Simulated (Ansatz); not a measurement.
Input file:

```yaml
crystal:
  periodic: [false, false, false]
  atoms:
    - {symbol: Si, position_ang: [0.000000, 0.000000, 0.555774]}
    - {symbol: N, position_ang: [0.000000, 0.000000, -1.292740]}
    - {symbol: H, position_ang: [0.000000, 1.301958, 1.239079]}
    - {symbol: H, position_ang: [0.000000, -1.301958, 1.239079]}
basis:
  gaussian: {orbitals: cc-pVDZ}
magnetization: {spin_polarized: false, initial_magnetization: 5}
correlation: {method: fic_mrcisd_q_relaxed, electrons: outside_noble_gas, active_space: {window: {electrons: 11, orbitals: 10}, shells: [{species: H, l: s, shell: 1}, {species: "N", l: s, shell: 2}, {species: "N", l: p, shell: 2}, {species: Si, l: s, shell: 3}, {species: Si, l: p, shell: 3}]}}
```

```sh
$ ansatz run in.yaml --threads 1 --pin off --events-out ev --progress --plain --max-ram 2393MiB
```

Log:

```
779 factors; integrals over basis functions are off by at most 2.1e-7 eV
mean field evaluation 1: about -9364.4708 eV, gradient 1.5e1 eV
mean field evaluation 2: about -9364.4767 eV, gradient 1.5e1 eV
mean field evaluation 4: about -9366.6936 eV, gradient 2.8e0 eV
mean field evaluation 8: about -9366.7896 eV, gradient 1.9e-1 eV
mean field -9366.79023592 eV, -344.2231921318 hartree, gradient 3.0e-6 eV, S^2 8.750000; 0 other end points of the search recorded, 0 dependent functions left out
reference -9366.79023592 eV, -344.2231921318 hartree; 14, 9 occupied and 28, 33 virtual orbitals, 779 factors
state -9367.65468505 eV, -344.2549600511 hartree
contracted CI cycle   1: correlation 0.00000000 eV, 0.0000000000 hartree, residual 1.78e1 eV
contracted CI cycle   2: correlation -4.17432232 eV, -0.1534035159 hartree, residual 3.06e0 eV
contracted CI cycle   3: correlation -4.32194511 eV, -0.1588285534 hartree, residual 1.13e0 eV
contracted CI cycle   4: correlation -4.34165523 eV, -0.1595528867 hartree, residual 4.19e-1 eV
contracted CI cycle   5: correlation -4.34520738 eV, -0.1596834258 hartree, residual 1.89e-1 eV
contracted CI cycle   6: correlation -4.34598034 eV, -0.1597118318 hartree, residual 9.06e-2 eV
contracted CI cycle   7: correlation -4.34614720 eV, -0.1597179637 hartree, residual 4.40e-2 eV
contracted CI cycle   8: correlation -4.34618260 eV, -0.1597192645 hartree, residual 1.66e-2 eV
contracted CI cycle   9: correlation -4.34618852 eV, -0.1597194821 hartree, residual 7.42e-3 eV
contracted CI cycle  10: correlation -4.34618975 eV, -0.1597195272 hartree, residual 3.86e-3 eV
contracted CI cycle  11: correlation -4.34619015 eV, -0.1597195420 hartree, residual 2.47e-3 eV
contracted CI cycle  12: correlation -4.34619029 eV, -0.1597195471 hartree, residual 1.36e-3 eV
state -9367.65468505 eV, -344.2549600511 hartree; corrected -9372.31613309 eV, -344.4262651071 hartree
Total energy: -9372.31613309 eV, -344.4262651071 hartree
Checks for a lower state left out: starts, orbital_swaps
```

For the same geometry and basis UCCSDT(Q) lies 3.9 meV higher.

Ran on 1 thread of Arm Neoverse V1, shared host: 11 s wall, 0.54 GiB peak host memory.
